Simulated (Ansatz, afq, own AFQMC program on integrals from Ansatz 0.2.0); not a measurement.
# Where AFQMC and coupled cluster stand for SiH3⁺, singlet

```yaml
atoms:
  - { symbol: Si, position_ang: [0.0198, -0.0335, 0.0001] }
  - { symbol: H, position_ang: [1.4917, -0.0193, 0.0000] }
  - { symbol: H, position_ang: [-1.3385, 2.2675, -0.0052] }
  - { symbol: H, position_ang: [-0.7039, -1.3153, 0.0031] }
```

Basis cc-pVDZ. Noble-gas cores (and the filled d shells of Ga–Kr and In–Xe) are frozen. Integrals, coupled cluster, full CI and functionals: Ansatz 0.2.0; the random walks run on the same integrals in our own AFQMC program. ph-AFQMC/CISD is guided by a CISD state made of CCSD amplitudes; releasing the constraint for a short imaginary time cuts its bias at the price of noise, slowly where states lie close. ± is one standard error of the sampling.

Determinant: UHF, the one that the program's search chose, which needn't be the lowest solution. The geometry is a point of a scan.

Full CI on the same integrals is exact in this basis and with this determinant's frozen core.

Cautions: strong correlation (T1 0.094, weight of the determinant 0.72, largest double 0.36); unrestricted determinant spin contaminated (⟨S²⟩ 0.81 against 0.00); the CCSDT(Q) amplitudes may be one of several solutions (largest double 0.51); the CCSDTQ amplitudes may be one of several solutions (largest double 0.52); the released energies are still falling, so no released level is given (meV from the phaseless value at times in 1/Eh: -2 ± 3 at 0.24, -7 ± 3 at 0.51, -11 ± 3 at 0.99, -14.5 ± 2.0 at 1.62, -16 ± 3 at 2.40).

```
T1 diagnostic                               : 0.0943
weight of the determinant in the CISD state : 0.721
⟨S²⟩ of the determinant                     : 0.813
size of the correlated space                : 6 electrons in 28 orbitals
```

Reference: full CI, correlation energy -2.858 eV. The cautions show a poor starting determinant, so the rows tell how each method copes with it here, and full CI is the sure value.

```tsv
level	E − E(reference) (kJ/mol)	share of correlation (%)
HF	275.8	0.00
MP2	105.9	61.60
CCSD	19.6	92.91
CCSD(T)	9.0	96.73
CCSDT	1.0	99.63
CCSDT(Q)	0.1	99.95
CCSDTQ	0.0	100.00
ph-AFQMC/HF	-0.1 ± 1.2	100.04
ph-AFQMC/CISD	2.8 ± 0.3	98.97
```

CCSDT and higher add their correlation energy to the determinant of the CCSD(T) run, since their own runs factorise the integrals more tightly (a shift of under 2 meV). A walk keeps the symmetry of its determinant, which the program's search chose and which needn't be the lowest solution, so a lower state of the same spin and another symmetry isn't excluded.
